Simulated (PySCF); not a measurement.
Converging SiO in the basis (MP2)

PySCF, RHF reference; singlet, unpaired electrons none; De to Si + O without counterpoise correction. Frozen cores follow the default of each basis and core potential.

| basis | relativity | functions | Re (Å) | ωe (cm⁻¹) | De (eV) | frozen orbitals |
| --- | --- | --- | --- | --- | --- | --- |
| def2-SVP | no relativity | 32 | 1.543 | 1182 | 7.89 | 6 |
| 6-311G(d,p) | no relativity | 44 | 1.533 | 1195 | 7.93 | 6 |
| aug-cc-pV(D+d)Z/aug-cc-pVDZ | no relativity | 55 | 1.552 | 1123 | 8.09 | 6 |
| def2-TZVPP | no relativity | 73 | 1.529 | 1194 | 8.51 | 6 |
| def2-TZVPPD | no relativity | 88 | 1.531 | 1186 | 8.55 | 6 |

Q: How does each smaller set differ from the one with most functions, def2-TZVPPD?

A: def2-SVP: +1.2 pm, -0.3 % in ωe, -0.66 eV in De; 6-311G(d,p): +0.2 pm, +0.8 % in ωe, -0.62 eV in De; aug-cc-pV(D+d)Z/aug-cc-pVDZ: +2.1 pm, -5.3 % in ωe, -0.46 eV in De; def2-TZVPP: -0.2 pm, +0.7 % in ωe, -0.04 eV in De. All at MP2; the set with most functions is neither the basis-set limit nor always the best.

Correlated steps freeze 6 core orbitals. Correlated levels converge slowly with the basis: in double zeta they bind strong bonds too weakly, by up to about 1 eV, and carry superposition errors of some tenths. Where the molecule has an RHF reference, its open-shell atoms are computed with UHF.
